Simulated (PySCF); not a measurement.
What does the PBE0/def2-SVP structure of `c1cnccn1` look like in three dimensions?

```
atom  x, y, z in Å
C1     1.1019   -0.7494    0.0328
C2     1.1662    0.6459    0.0140
N3     0.0701    1.3974   -0.0240
C4    -1.0907    0.7494   -0.0431
C5    -1.1549   -0.6459   -0.0243
N6    -0.0588   -1.3973    0.0137
H7     2.0173   -1.3514    0.0641
H8     2.1330    1.1619    0.0300
H9    -2.0060    1.3514   -0.0739
H10   -2.1217   -1.1619   -0.0407
```

Orientation and origin are arbitrary. Atoms count from 1 in this order. The 6-membered ring C1–C2–N3–C4–C5–N6 has internal angles of 116.4° to 121.8° (sum 720°, against 720° for a flat polygon); it is planar, 0.00 Å rms from its mean plane, widest ring torsion 0°. All 4 C–N bonds measure 1.329 Å. The 6 heavy atoms lie in one plane (0.000 Å rms).

Bonds between heavy atoms (Å): C1–C2 1.397, C2–N3 1.329, N3–C4 1.329, C4–C5 1.397, C5–N6 1.329, C1–N6 1.329.

Level of theory: PBE0/def2-SVP geometry optimisation, gas phase (PySCF).

Point group: D2h (tolerance 0.08 Å). Stationary, but not proved a minimum.

On Arm Neoverse V2, one thread, no GPU, shared host with 96 logical CPUs at a one-minute load of 26, this took 6.0 s wall and 0.46 GiB of memory at its peak. This is the geometry optimisation.
